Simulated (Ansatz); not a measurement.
Property card for CaRhO3

All numbers below come from DFT PBEsol, scalar-relativistic, plane waves, PAW (Ansatz).

Settings: cutoff 420 eV, Γ-centred mesh 12×12×6 on the computed 10-atom cell, Gaussian smearing of 0.10 eV; collinear spin from starting moments 0 0 0.48 0.48 0.16 0.16 0.11 0.11 0.11 0.11 μB.

The structure is relaxed at this level of theory with its symmetry kept. Whether it is the stable form of this composition wasn't checked.

```cif
data_structure
_symmetry_space_group_name_H-M 'Cmcm'
_symmetry_Int_Tables_number 63
_cell_length_a 3.1045
_cell_length_b 9.6982
_cell_length_c 7.2530
_cell_angle_alpha 90.000
_cell_angle_beta 90.000
_cell_angle_gamma 90.000
_cell_volume 218.37
loop_
_atom_site_label
_atom_site_type_symbol
_atom_site_symmetry_multiplicity
_atom_site_Wyckoff_symbol
_atom_site_fract_x
_atom_site_fract_y
_atom_site_fract_z
_atom_site_occupancy
Ca1 Ca 4 c 0.00000 0.25004 0.75000 1
Rh1 Rh 4 a 0.00000 0.00000 0.00000 1
O1 O 4 c 0.50000 0.42390 0.75000 1
O2 O 8 f 0.50000 0.12681 0.94829 1
```

| Property | Result |
| --- | --- |
| Space group | Cmcm (No. 63) |
| Volume per atom | 10.92 Å³ |
| Formation energy from the elements' standard states (uncorrected) | -1.789 eV/atom |
| Kohn–Sham band gap | none (metal) |
| Density of states at the Fermi level | 4.38 states/eV per cell |
| Löwdin character within 0.5 eV of the Fermi level | Rh 4d 50 %, O 2p 46 % |
| Bader charges (e) | Ca (2 in the cell) 1.53, Rh (2 in the cell) 1.46, O (2 in the cell) -0.98, O (4 in the cell) -1.01 |
| Total moment | 1.86 μB per cell |
| Site moments (μB; atoms counted from 1 over the whole cell) | Rh (atom 3) 0.43, Rh (atom 4) 0.43, O (atom 5) 0.14, O (atom 6) 0.14, O (atom 7) 0.10, O (atom 8) 0.10, O (atom 9) 0.10, O (atom 10) 0.10 |

Only this magnetic start was tried.

Cost: 1 run of about 9.1 core-minutes, on Intel Xeon Platinum 8259CL (Skylake/Cascade Lake) (shared hosts).